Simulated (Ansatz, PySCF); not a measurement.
Gas-phase reaction in SMILES: O[Si](O)(O)[SiH3] [trihydroxy(silyl)silane] → [OH] (HO) + [Si](O)(O)[SiH3] (the O-Si bond breaks)

Property: bond dissociation energy (electronic), in kcal/mol. Set-up: no spin-orbit coupling; LANL2DZ with its own core potentials from Na on; 6-311+G** with 5d, 6d on Na to Ar in Ansatz (a quantum-chemistry and plane-wave program); UHF or UKS for open shells; 6-31G* and kin with 6d, 5d where marked; valence correlation only; non-relativistic; dispersion terms only where a functional's name holds one. Basis-set limits of correlation are two-point, X^-3; Hartree-Fock from the larger set. Ab initio and DFT rows: single points at B3LYP-D3(BJ) geometries (Ansatz).

Coupled cluster (Ansatz) is a level with limits of its own, used here on species with T1 under 0.025 (0.045 for open shells) and stable references: CCSD(T)/CBS(aug-cc-pV(T+d)Z,aug-cc-pV(Q+d)Z).

Value to compare with, CCSD(T)/CBS(aug-cc-pV(T+d)Z,aug-cc-pV(Q+d)Z) (Ansatz): 138.2 kcal/mol.

```tsv
level	program	bond dissociation energy (electronic) (kcal/mol)	difference
HF/STO-3G	Ansatz	85.1	-53.1
HF/3-21G	Ansatz	100.2	-38.0
PBE/LANL2DZ	Ansatz	112.9	-25.3
BP86/6-31G* (5d)	PySCF	128.8	-9.4
B3LYP/6-31G	Ansatz	107.9	-30.3
B3LYP/6-31G*	Ansatz	127.7	-10.5
B3LYP/6-31+G*	Ansatz	123.5	-14.7
B3LYP/def2-SVP	Ansatz	128.1	-10.1
B3LYP/6-311+G**	Ansatz	123.5	-14.7
PBE0/6-311+G**	Ansatz	125.1	-13.1
M06-2X/6-311+G**	PySCF	131.1	-7.1
MP2/STO-3G	Ansatz	98.0	-40.2
MP2/3-21G	Ansatz	124.8	-13.4
MP2/6-311+G**	Ansatz	133.6	-4.6
B3LYP/def2-TZVPD	Ansatz	127.7	-10.5
wB97X-V/def2-TZVPD	Ansatz	134.4	-3.8
B2PLYP-D3(BJ)/def2-TZVPD	Ansatz + dftd3	132.9	-5.3
```

Among the 14 habitual levels, HF/STO-3G lies farthest from CCSD(T)/CBS(aug-cc-pV(T+d)Z,aug-cc-pV(Q+d)Z) (Ansatz) (-53.1 kcal/mol) and MP2/6-311+G** nearest (-4.6); 0 of 14 lie above it, and their mean absolute difference is 20.3 kcal/mol, the median 14.1. One case shows no general order.

The levels are drawn from those run, B3LYP/6-31G* more often than the rest, none by its result; left out are runs that failed, that the program found above a lower state of the same kind, or whose <S^2> lies over 0.5 above the pure value.
